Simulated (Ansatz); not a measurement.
Ge–AsH2, sextet in cc-pVDZ: errors against RCCSDTQ

Geometry: that of the Ge–AsH2, quartet, kept fixed. The doublet lies 7.5 eV lower here.

| atom | x (Å) | y (Å) | z (Å) |
| --- | --- | --- | --- |
| Ge | 0.0238 | 0.0000 | 1.3085 |
| As | -0.0491 | 0.0000 | -1.2267 |
| H | 0.9651 | 1.0935 | -1.5596 |
| H | 0.9651 | -1.0935 | -1.5596 |

Basis cc-pVDZ; Ansatz 0.2.0. Only valence electrons are correlated (noble-gas cores and the filled d shells of p-block atoms frozen), which leaves 11 electrons in 36 orbitals. R marks a restricted (for open shells ROHF) determinant, U an unrestricted one. Active spaces: valence = (11e, 10o) chosen from the atoms' valence shells. No spin–orbit coupling is included, and no scalar relativity.

Full CI isn't at hand for all of this; RCCSDTQ serves as the reference, and is uncertain by about the last step of the cluster series. The frozen core follows each run's orbitals, which can shift R against U totals by a few meV for light atoms and by up to 0.1 eV past Ca.

For open shells CISD is restricted-active-space CI with the open shells as a complete middle space.

* UHF ⟨S²⟩: 8.763
* T1 diagnostic (RCCSD): 0.0334
* largest doubles amplitude (RCCSD): 0.048

```csv
level,E − E(RCCSDTQ) (meV),share of correlation (%),wall time
RHF,4733,0.00,–
RMP2,1048,77.86,–
CISD,441,90.69,11 s
RCCSD,175,96.31,–
RCCSD(T),43,99.08,18 s
BCCD(T),42,99.11,18 s
RCCSDT,9,99.82,–
RCCSDT(Q),1,99.98,38 s
CASSCF (valence space),3664,22.58,–
NEVPT2 (valence space),975,79.41,9.5 s
NEVPT4(SD) (valence space),142,97.00,9.5 s (H100)
MRCISD (valence space),316,93.31,–
MRCISD+Q (valence space),63,98.66,8 s (H100)
```

The correlation energy at RCCSDTQ, counted from RHF, is -4.733 eV. That run took 99 s on 2 threads of AMD EPYC 7R13 with a shared H100 80 GB, shared host.

Run but not shown, since their state, orbitals or frozen core can't be matched to the reference's or they repeat it: UHF, UMP2, UCCSD, UCCSD(T), UCCSDT, UCCSDT(Q).

Times hold each run's SCF and search for its determinant on a shared host, so for small cases they say little of a method's own cost; rows without a card ran on 1 thread of AMD EPYC 7R13. Some runs computed forces too.

Natural occupations of CASSCF (valence space) about the gap: 1.992 1.976 1.962 1.005 1.002 1.000 0.998 0.998 0.036 0.030; effectively unpaired electrons, Σ n²(2−n)², 5.02.
